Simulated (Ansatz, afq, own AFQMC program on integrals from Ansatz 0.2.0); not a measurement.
CHSi, quartet: AFQMC among the cluster methods

```xyz
3

Si    0.0000    0.1753    0.5807
C     0.0000   -0.4488   -1.2059
H     0.0000    0.4643   -1.8116
```

Connectivity, by distances: Si–CH.

Basis cc-pVDZ. Only valence electrons are correlated. Integrals, coupled cluster, full CI and functionals: Ansatz 0.2.0; the random walks run on the same integrals in our own AFQMC program. The CISD trial takes its coefficients from CCSD amplitudes. Released means that phaseless walkers are propagated on without the constraint, phases kept. Uncertainties: one standard error, sampling alone.

Determinant: UHF, the one that the program's search chose, which needn't be the lowest solution. The geometry is a point of a scan.

No full CI on the walks' own integrals is used here; CCSDT(Q) serves as the reference and is uncertain by about the last step of the cluster series.

Cautions: lower spins were not checked; higher spins were not checked; raised T1 diagnostic (T1 0.041, weight of the determinant 0.86, largest double 0.06).

* T1 diagnostic: 0.0413
* weight of the determinant in the CISD state: 0.860
* ⟨S²⟩ of the determinant: 3.772
* size of the correlated space: 9 electrons in 31 orbitals

Task: Estimate: order these by the size of their error in total energy against CCSDT(Q), smallest first.
A. phaseless AFQMC with a CISD trial
B. CCSD
C. MP2
D. CCSD(T)

Result: A (1.0 ± 1.0 kJ/mol), D (5.7 kJ/mol), B (21.1 kJ/mol), C (118.0 kJ/mol).

Reference: CCSDT(Q), correlation energy -5.150 eV.

A walk keeps the symmetry of its determinant, which the program's search chose and which needn't be the lowest solution, so a lower state of the same spin and another symmetry isn't excluded.
